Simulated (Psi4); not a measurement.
# SiNH5 (SMILES [H][Si]([H])([H])N): TPSSh/aug-cc-pVDZ

What is the vertical electron affinity of SiNH5 at TPSSh/aug-cc-pVDZ? 

The results are computed with Psi4 1.11.

1 further run of the same task is left out (set aside as unsound or not needed).

## (1) Starting point

SiNH5 has 7 atoms, charge 0, and is taken as a singlet. SMILES: `[H][Si]([H])([H])N`. Geometry: relaxed at GFN2-xTB.

Bond lengths: Si1–N2 1.723 Å, N2–H3 1.007 Å, N2–H4 1.007 Å, Si1–H5 1.460 Å, Si1–H6 1.461 Å, Si1–H7 1.472 Å. Angles: Si1–N2–H3 118.6°, Si1–N2–H4 118.6°, N2–Si1–H5 105.0°, N2–Si1–H6 105.1°, N2–Si1–H7 115.3°, H3–N2–H4 109.5°, H5–Si1–H6 113.3°, H5–Si1–H7 109.2°, H6–Si1–H7 109.1°.

## (2) A single-point energy at TPSSh/aug-cc-pVDZ

input.inp reads:

```
memory 1.6 GB

molecule {
  0 1
  Si    -0.00130391     0.00449755    -1.29066405
  N      0.17132257     0.33767516     1.94369670
  H      1.33732138    -0.80916183     2.91734029
  H     -1.44310825     0.58090181     2.92123313
  H      2.62246743    -0.01874608    -2.14585960
  H     -1.41336396     2.20975124    -2.16581511
  H     -1.27333526    -2.30491785    -2.17993137
  units au
  symmetry c1
}

set globals {
  basis aug-cc-pVDZ
  puream true
  e_convergence 1e-09
  d_convergence 1e-08
  scf_type pk
  dft_radial_points 99
  dft_spherical_points 590
}

energy_value, wavefunction = energy("tpssh", return_wfn=True)
oeprop(wavefunction, "MAYER_INDICES", "DIPOLE", "WIBERG_LOWDIN_INDICES", title="TPSSH")
```

Launch:

```sh
$ psi4 input.inp input.out -n 1
```

input.out:

```text
[...]
  Running in c1 symmetry.
[...]
  Nuclear repulsion =   65.167404732323391
[...]
  Multiplicity = 1
[...]
  Nalpha       = 13
  Nbeta        = 13
[...]
    Number of basis functions: 95
[...]
   @RKS iter   1:  -346.96536322291809   -1.61071e-01   8.96680e-03 DIIS/ADIIS
[...]
   @RKS iter  10:  -347.29058477117718   -1.30740e-11   9.91449e-09 DIIS
[...]
    Orbital Energies [Eh]
    ---------------------
    Doubly Occupied:
       1A    -66.007750     2A    -14.242581     3A     -5.225056
       4A     -3.573798     5A     -3.572250     6A     -3.571938
       7A     -0.831659     8A     -0.525580     9A     -0.471614
      10A     -0.384050    11A     -0.339416    12A     -0.333120
      13A     -0.243023
[...]
  @RKS Final Energy:  -347.29058477117718
   => Energetics <=
    Nuclear Repulsion Energy =             65.1674047323233907
    One-Electron Energy =                -607.9189081028912369
    Two-Electron Energy =                 222.3507198877058784
    DFT Exchange-Correlation Energy =     -26.8898012883152084
    Empirical Dispersion Energy =           0.0000000000000000
    VV10 Nonlocal Energy =                  0.0000000000000000
    Total Energy =                       -347.2905847711772367
[...]
 Multipole Moments:
 ------------------------------------------------------------------------------------
     Multipole            Electronic (a.u.)      Nuclear  (a.u.)        Total (a.u.)
 ------------------------------------------------------------------------------------
 L = 1.  Multiply by 2.5417464519 to convert [e a0] to [Debye]
 Dipole X            :          0.0713437           -0.2006834           -0.1293397
 Dipole Y            :          0.1489008           -0.4090653           -0.2601645
 Dipole Z            :          0.1533501            0.1639500            0.3173001
 Magnitude           :                                                    0.4302251
[...]
```

Run time: 29 s. Hardware: 1 thread of Intel Xeon 6975P-C (Granite Rapids), shared host; peak memory 0.95 GiB.

## (3) The doublet anion: energy and forces at UTPSSh/aug-cc-pVDZ

calc.dat reads:

```
memory 1600 mb

molecule {
  -1 2
  Si    -0.00130391     0.00449755    -1.29066405
  N      0.17132257     0.33767516     1.94369670
  H      1.33732138    -0.80916183     2.91734029
  H     -1.44310825     0.58090181     2.92123313
  H      2.62246743    -0.01874608    -2.14585960
  H     -1.41336396     2.20975124    -2.16581511
  H     -1.27333526    -2.30491785    -2.17993137
  units bohr
  symmetry c1
  no_reorient
  no_com
}

set {
  basis aug-cc-pVDZ
  reference uks
  puream true
  e_convergence 1e-09
  d_convergence 1e-08
  scf_type pk
  dft_radial_points 99
  dft_spherical_points 590
  maxiter 200
}

energy_value, wavefunction = gradient("tpssh", return_wfn=True)
```

Launch:

```sh
$ psi4 -i calc.dat -o calc.out -n 1
```

calc.out (excerpt; [...] marks lines left out):

```text
[...]
  Running in c1 symmetry.
[...]
  Nuclear repulsion =   65.167404732323391
[...]
  Multiplicity = 2
[...]
  Nalpha       = 14
  Nbeta        = 13
[...]
    Number of basis functions: 95
[...]
   @UKS iter   1:  -346.72671624524605    7.75755e-02   1.02149e-02 DIIS/ADIIS
[...]
   @UKS iter  18:  -347.26942076516866   -6.13909e-12   2.95570e-09 DIIS
[...]
   @S^2 Observed:                7.501196383E-01
[...]
  @UKS Final Energy:  -347.26942076516866
   => Energetics <=
    Nuclear Repulsion Energy =             65.1674047323233907
    One-Electron Energy =                -611.3694770576089468
    Two-Electron Energy =                 225.8922284991854781
    DFT Exchange-Correlation Energy =     -26.9595769390685156
    Empirical Dispersion Energy =           0.0000000000000000
    VV10 Nonlocal Energy =                  0.0000000000000000
    Total Energy =                       -347.2694207651686611
[...]
 Multipole Moments:
 ------------------------------------------------------------------------------------
     Multipole            Electronic (a.u.)      Nuclear  (a.u.)        Total (a.u.)
 ------------------------------------------------------------------------------------
 L = 1.  Multiply by 2.5417464519 to convert [e a0] to [Debye]
 Dipole X            :         -0.6693008            1.0109846            0.3416838
 Dipole Y            :         -1.4322344            2.0845191            0.6522847
 Dipole Z            :          3.1458375           -5.1164525           -1.9706150
 Magnitude           :                                                    2.1036983
[...]
  -Total Gradient:
     Atom            X                  Y                   Z
    ------   -----------------  -----------------  -----------------
       1        0.002141962913     0.003563057319    -0.005692912468
       2       -0.004054341348    -0.007541444840    -0.006890413142
       3       -0.006037826207     0.006711227651    -0.006044184207
       4        0.009022238844    -0.001096797840    -0.006349090592
       5       -0.011152447454    -0.000380501535     0.008539401394
       6        0.005630348853    -0.009288558307     0.008803222815
       7        0.004450694797     0.008033869001     0.007637818269
[...]
```

Run time: 80 s. Hardware: 1 thread of Intel Xeon 6975P-C (Granite Rapids), shared host; peak memory 0.92 GiB.

## (4) Summary of results

At TPSSh/aug-cc-pVDZ:

```
                                         quantity          value
                      singlet SiNH5: total energy  -347.29058 Eh
                     singlet SiNH5: dipole moment         1.09 D
                       singlet SiNH5: HOMO energy       -6.61 eV
                       singlet SiNH5: LUMO energy       -0.52 eV
                     singlet SiNH5: HOMO–LUMO gap        6.10 eV
                      doublet anion: total energy  -347.26942 Eh
doublet anion: HOMO energy (highest over α and β)        1.65 eV
 doublet anion: LUMO energy (lowest over α and β)        2.30 eV
                              doublet anion: ⟨S²⟩          0.750
          doublet anion: largest force on an atom     0.723 eV/Å
vertical electron affinity (to the doublet anion)      -0.576 eV
```

What this shows: The anion lies 0.58 eV (13.3 kcal/mol) above the neutral: the electron isn't bound at this level, and such a value depends on the basis. The HOMO (doublet anion) lies at positive energy, 1.65 eV; only total energies tell whether the electron is bound.
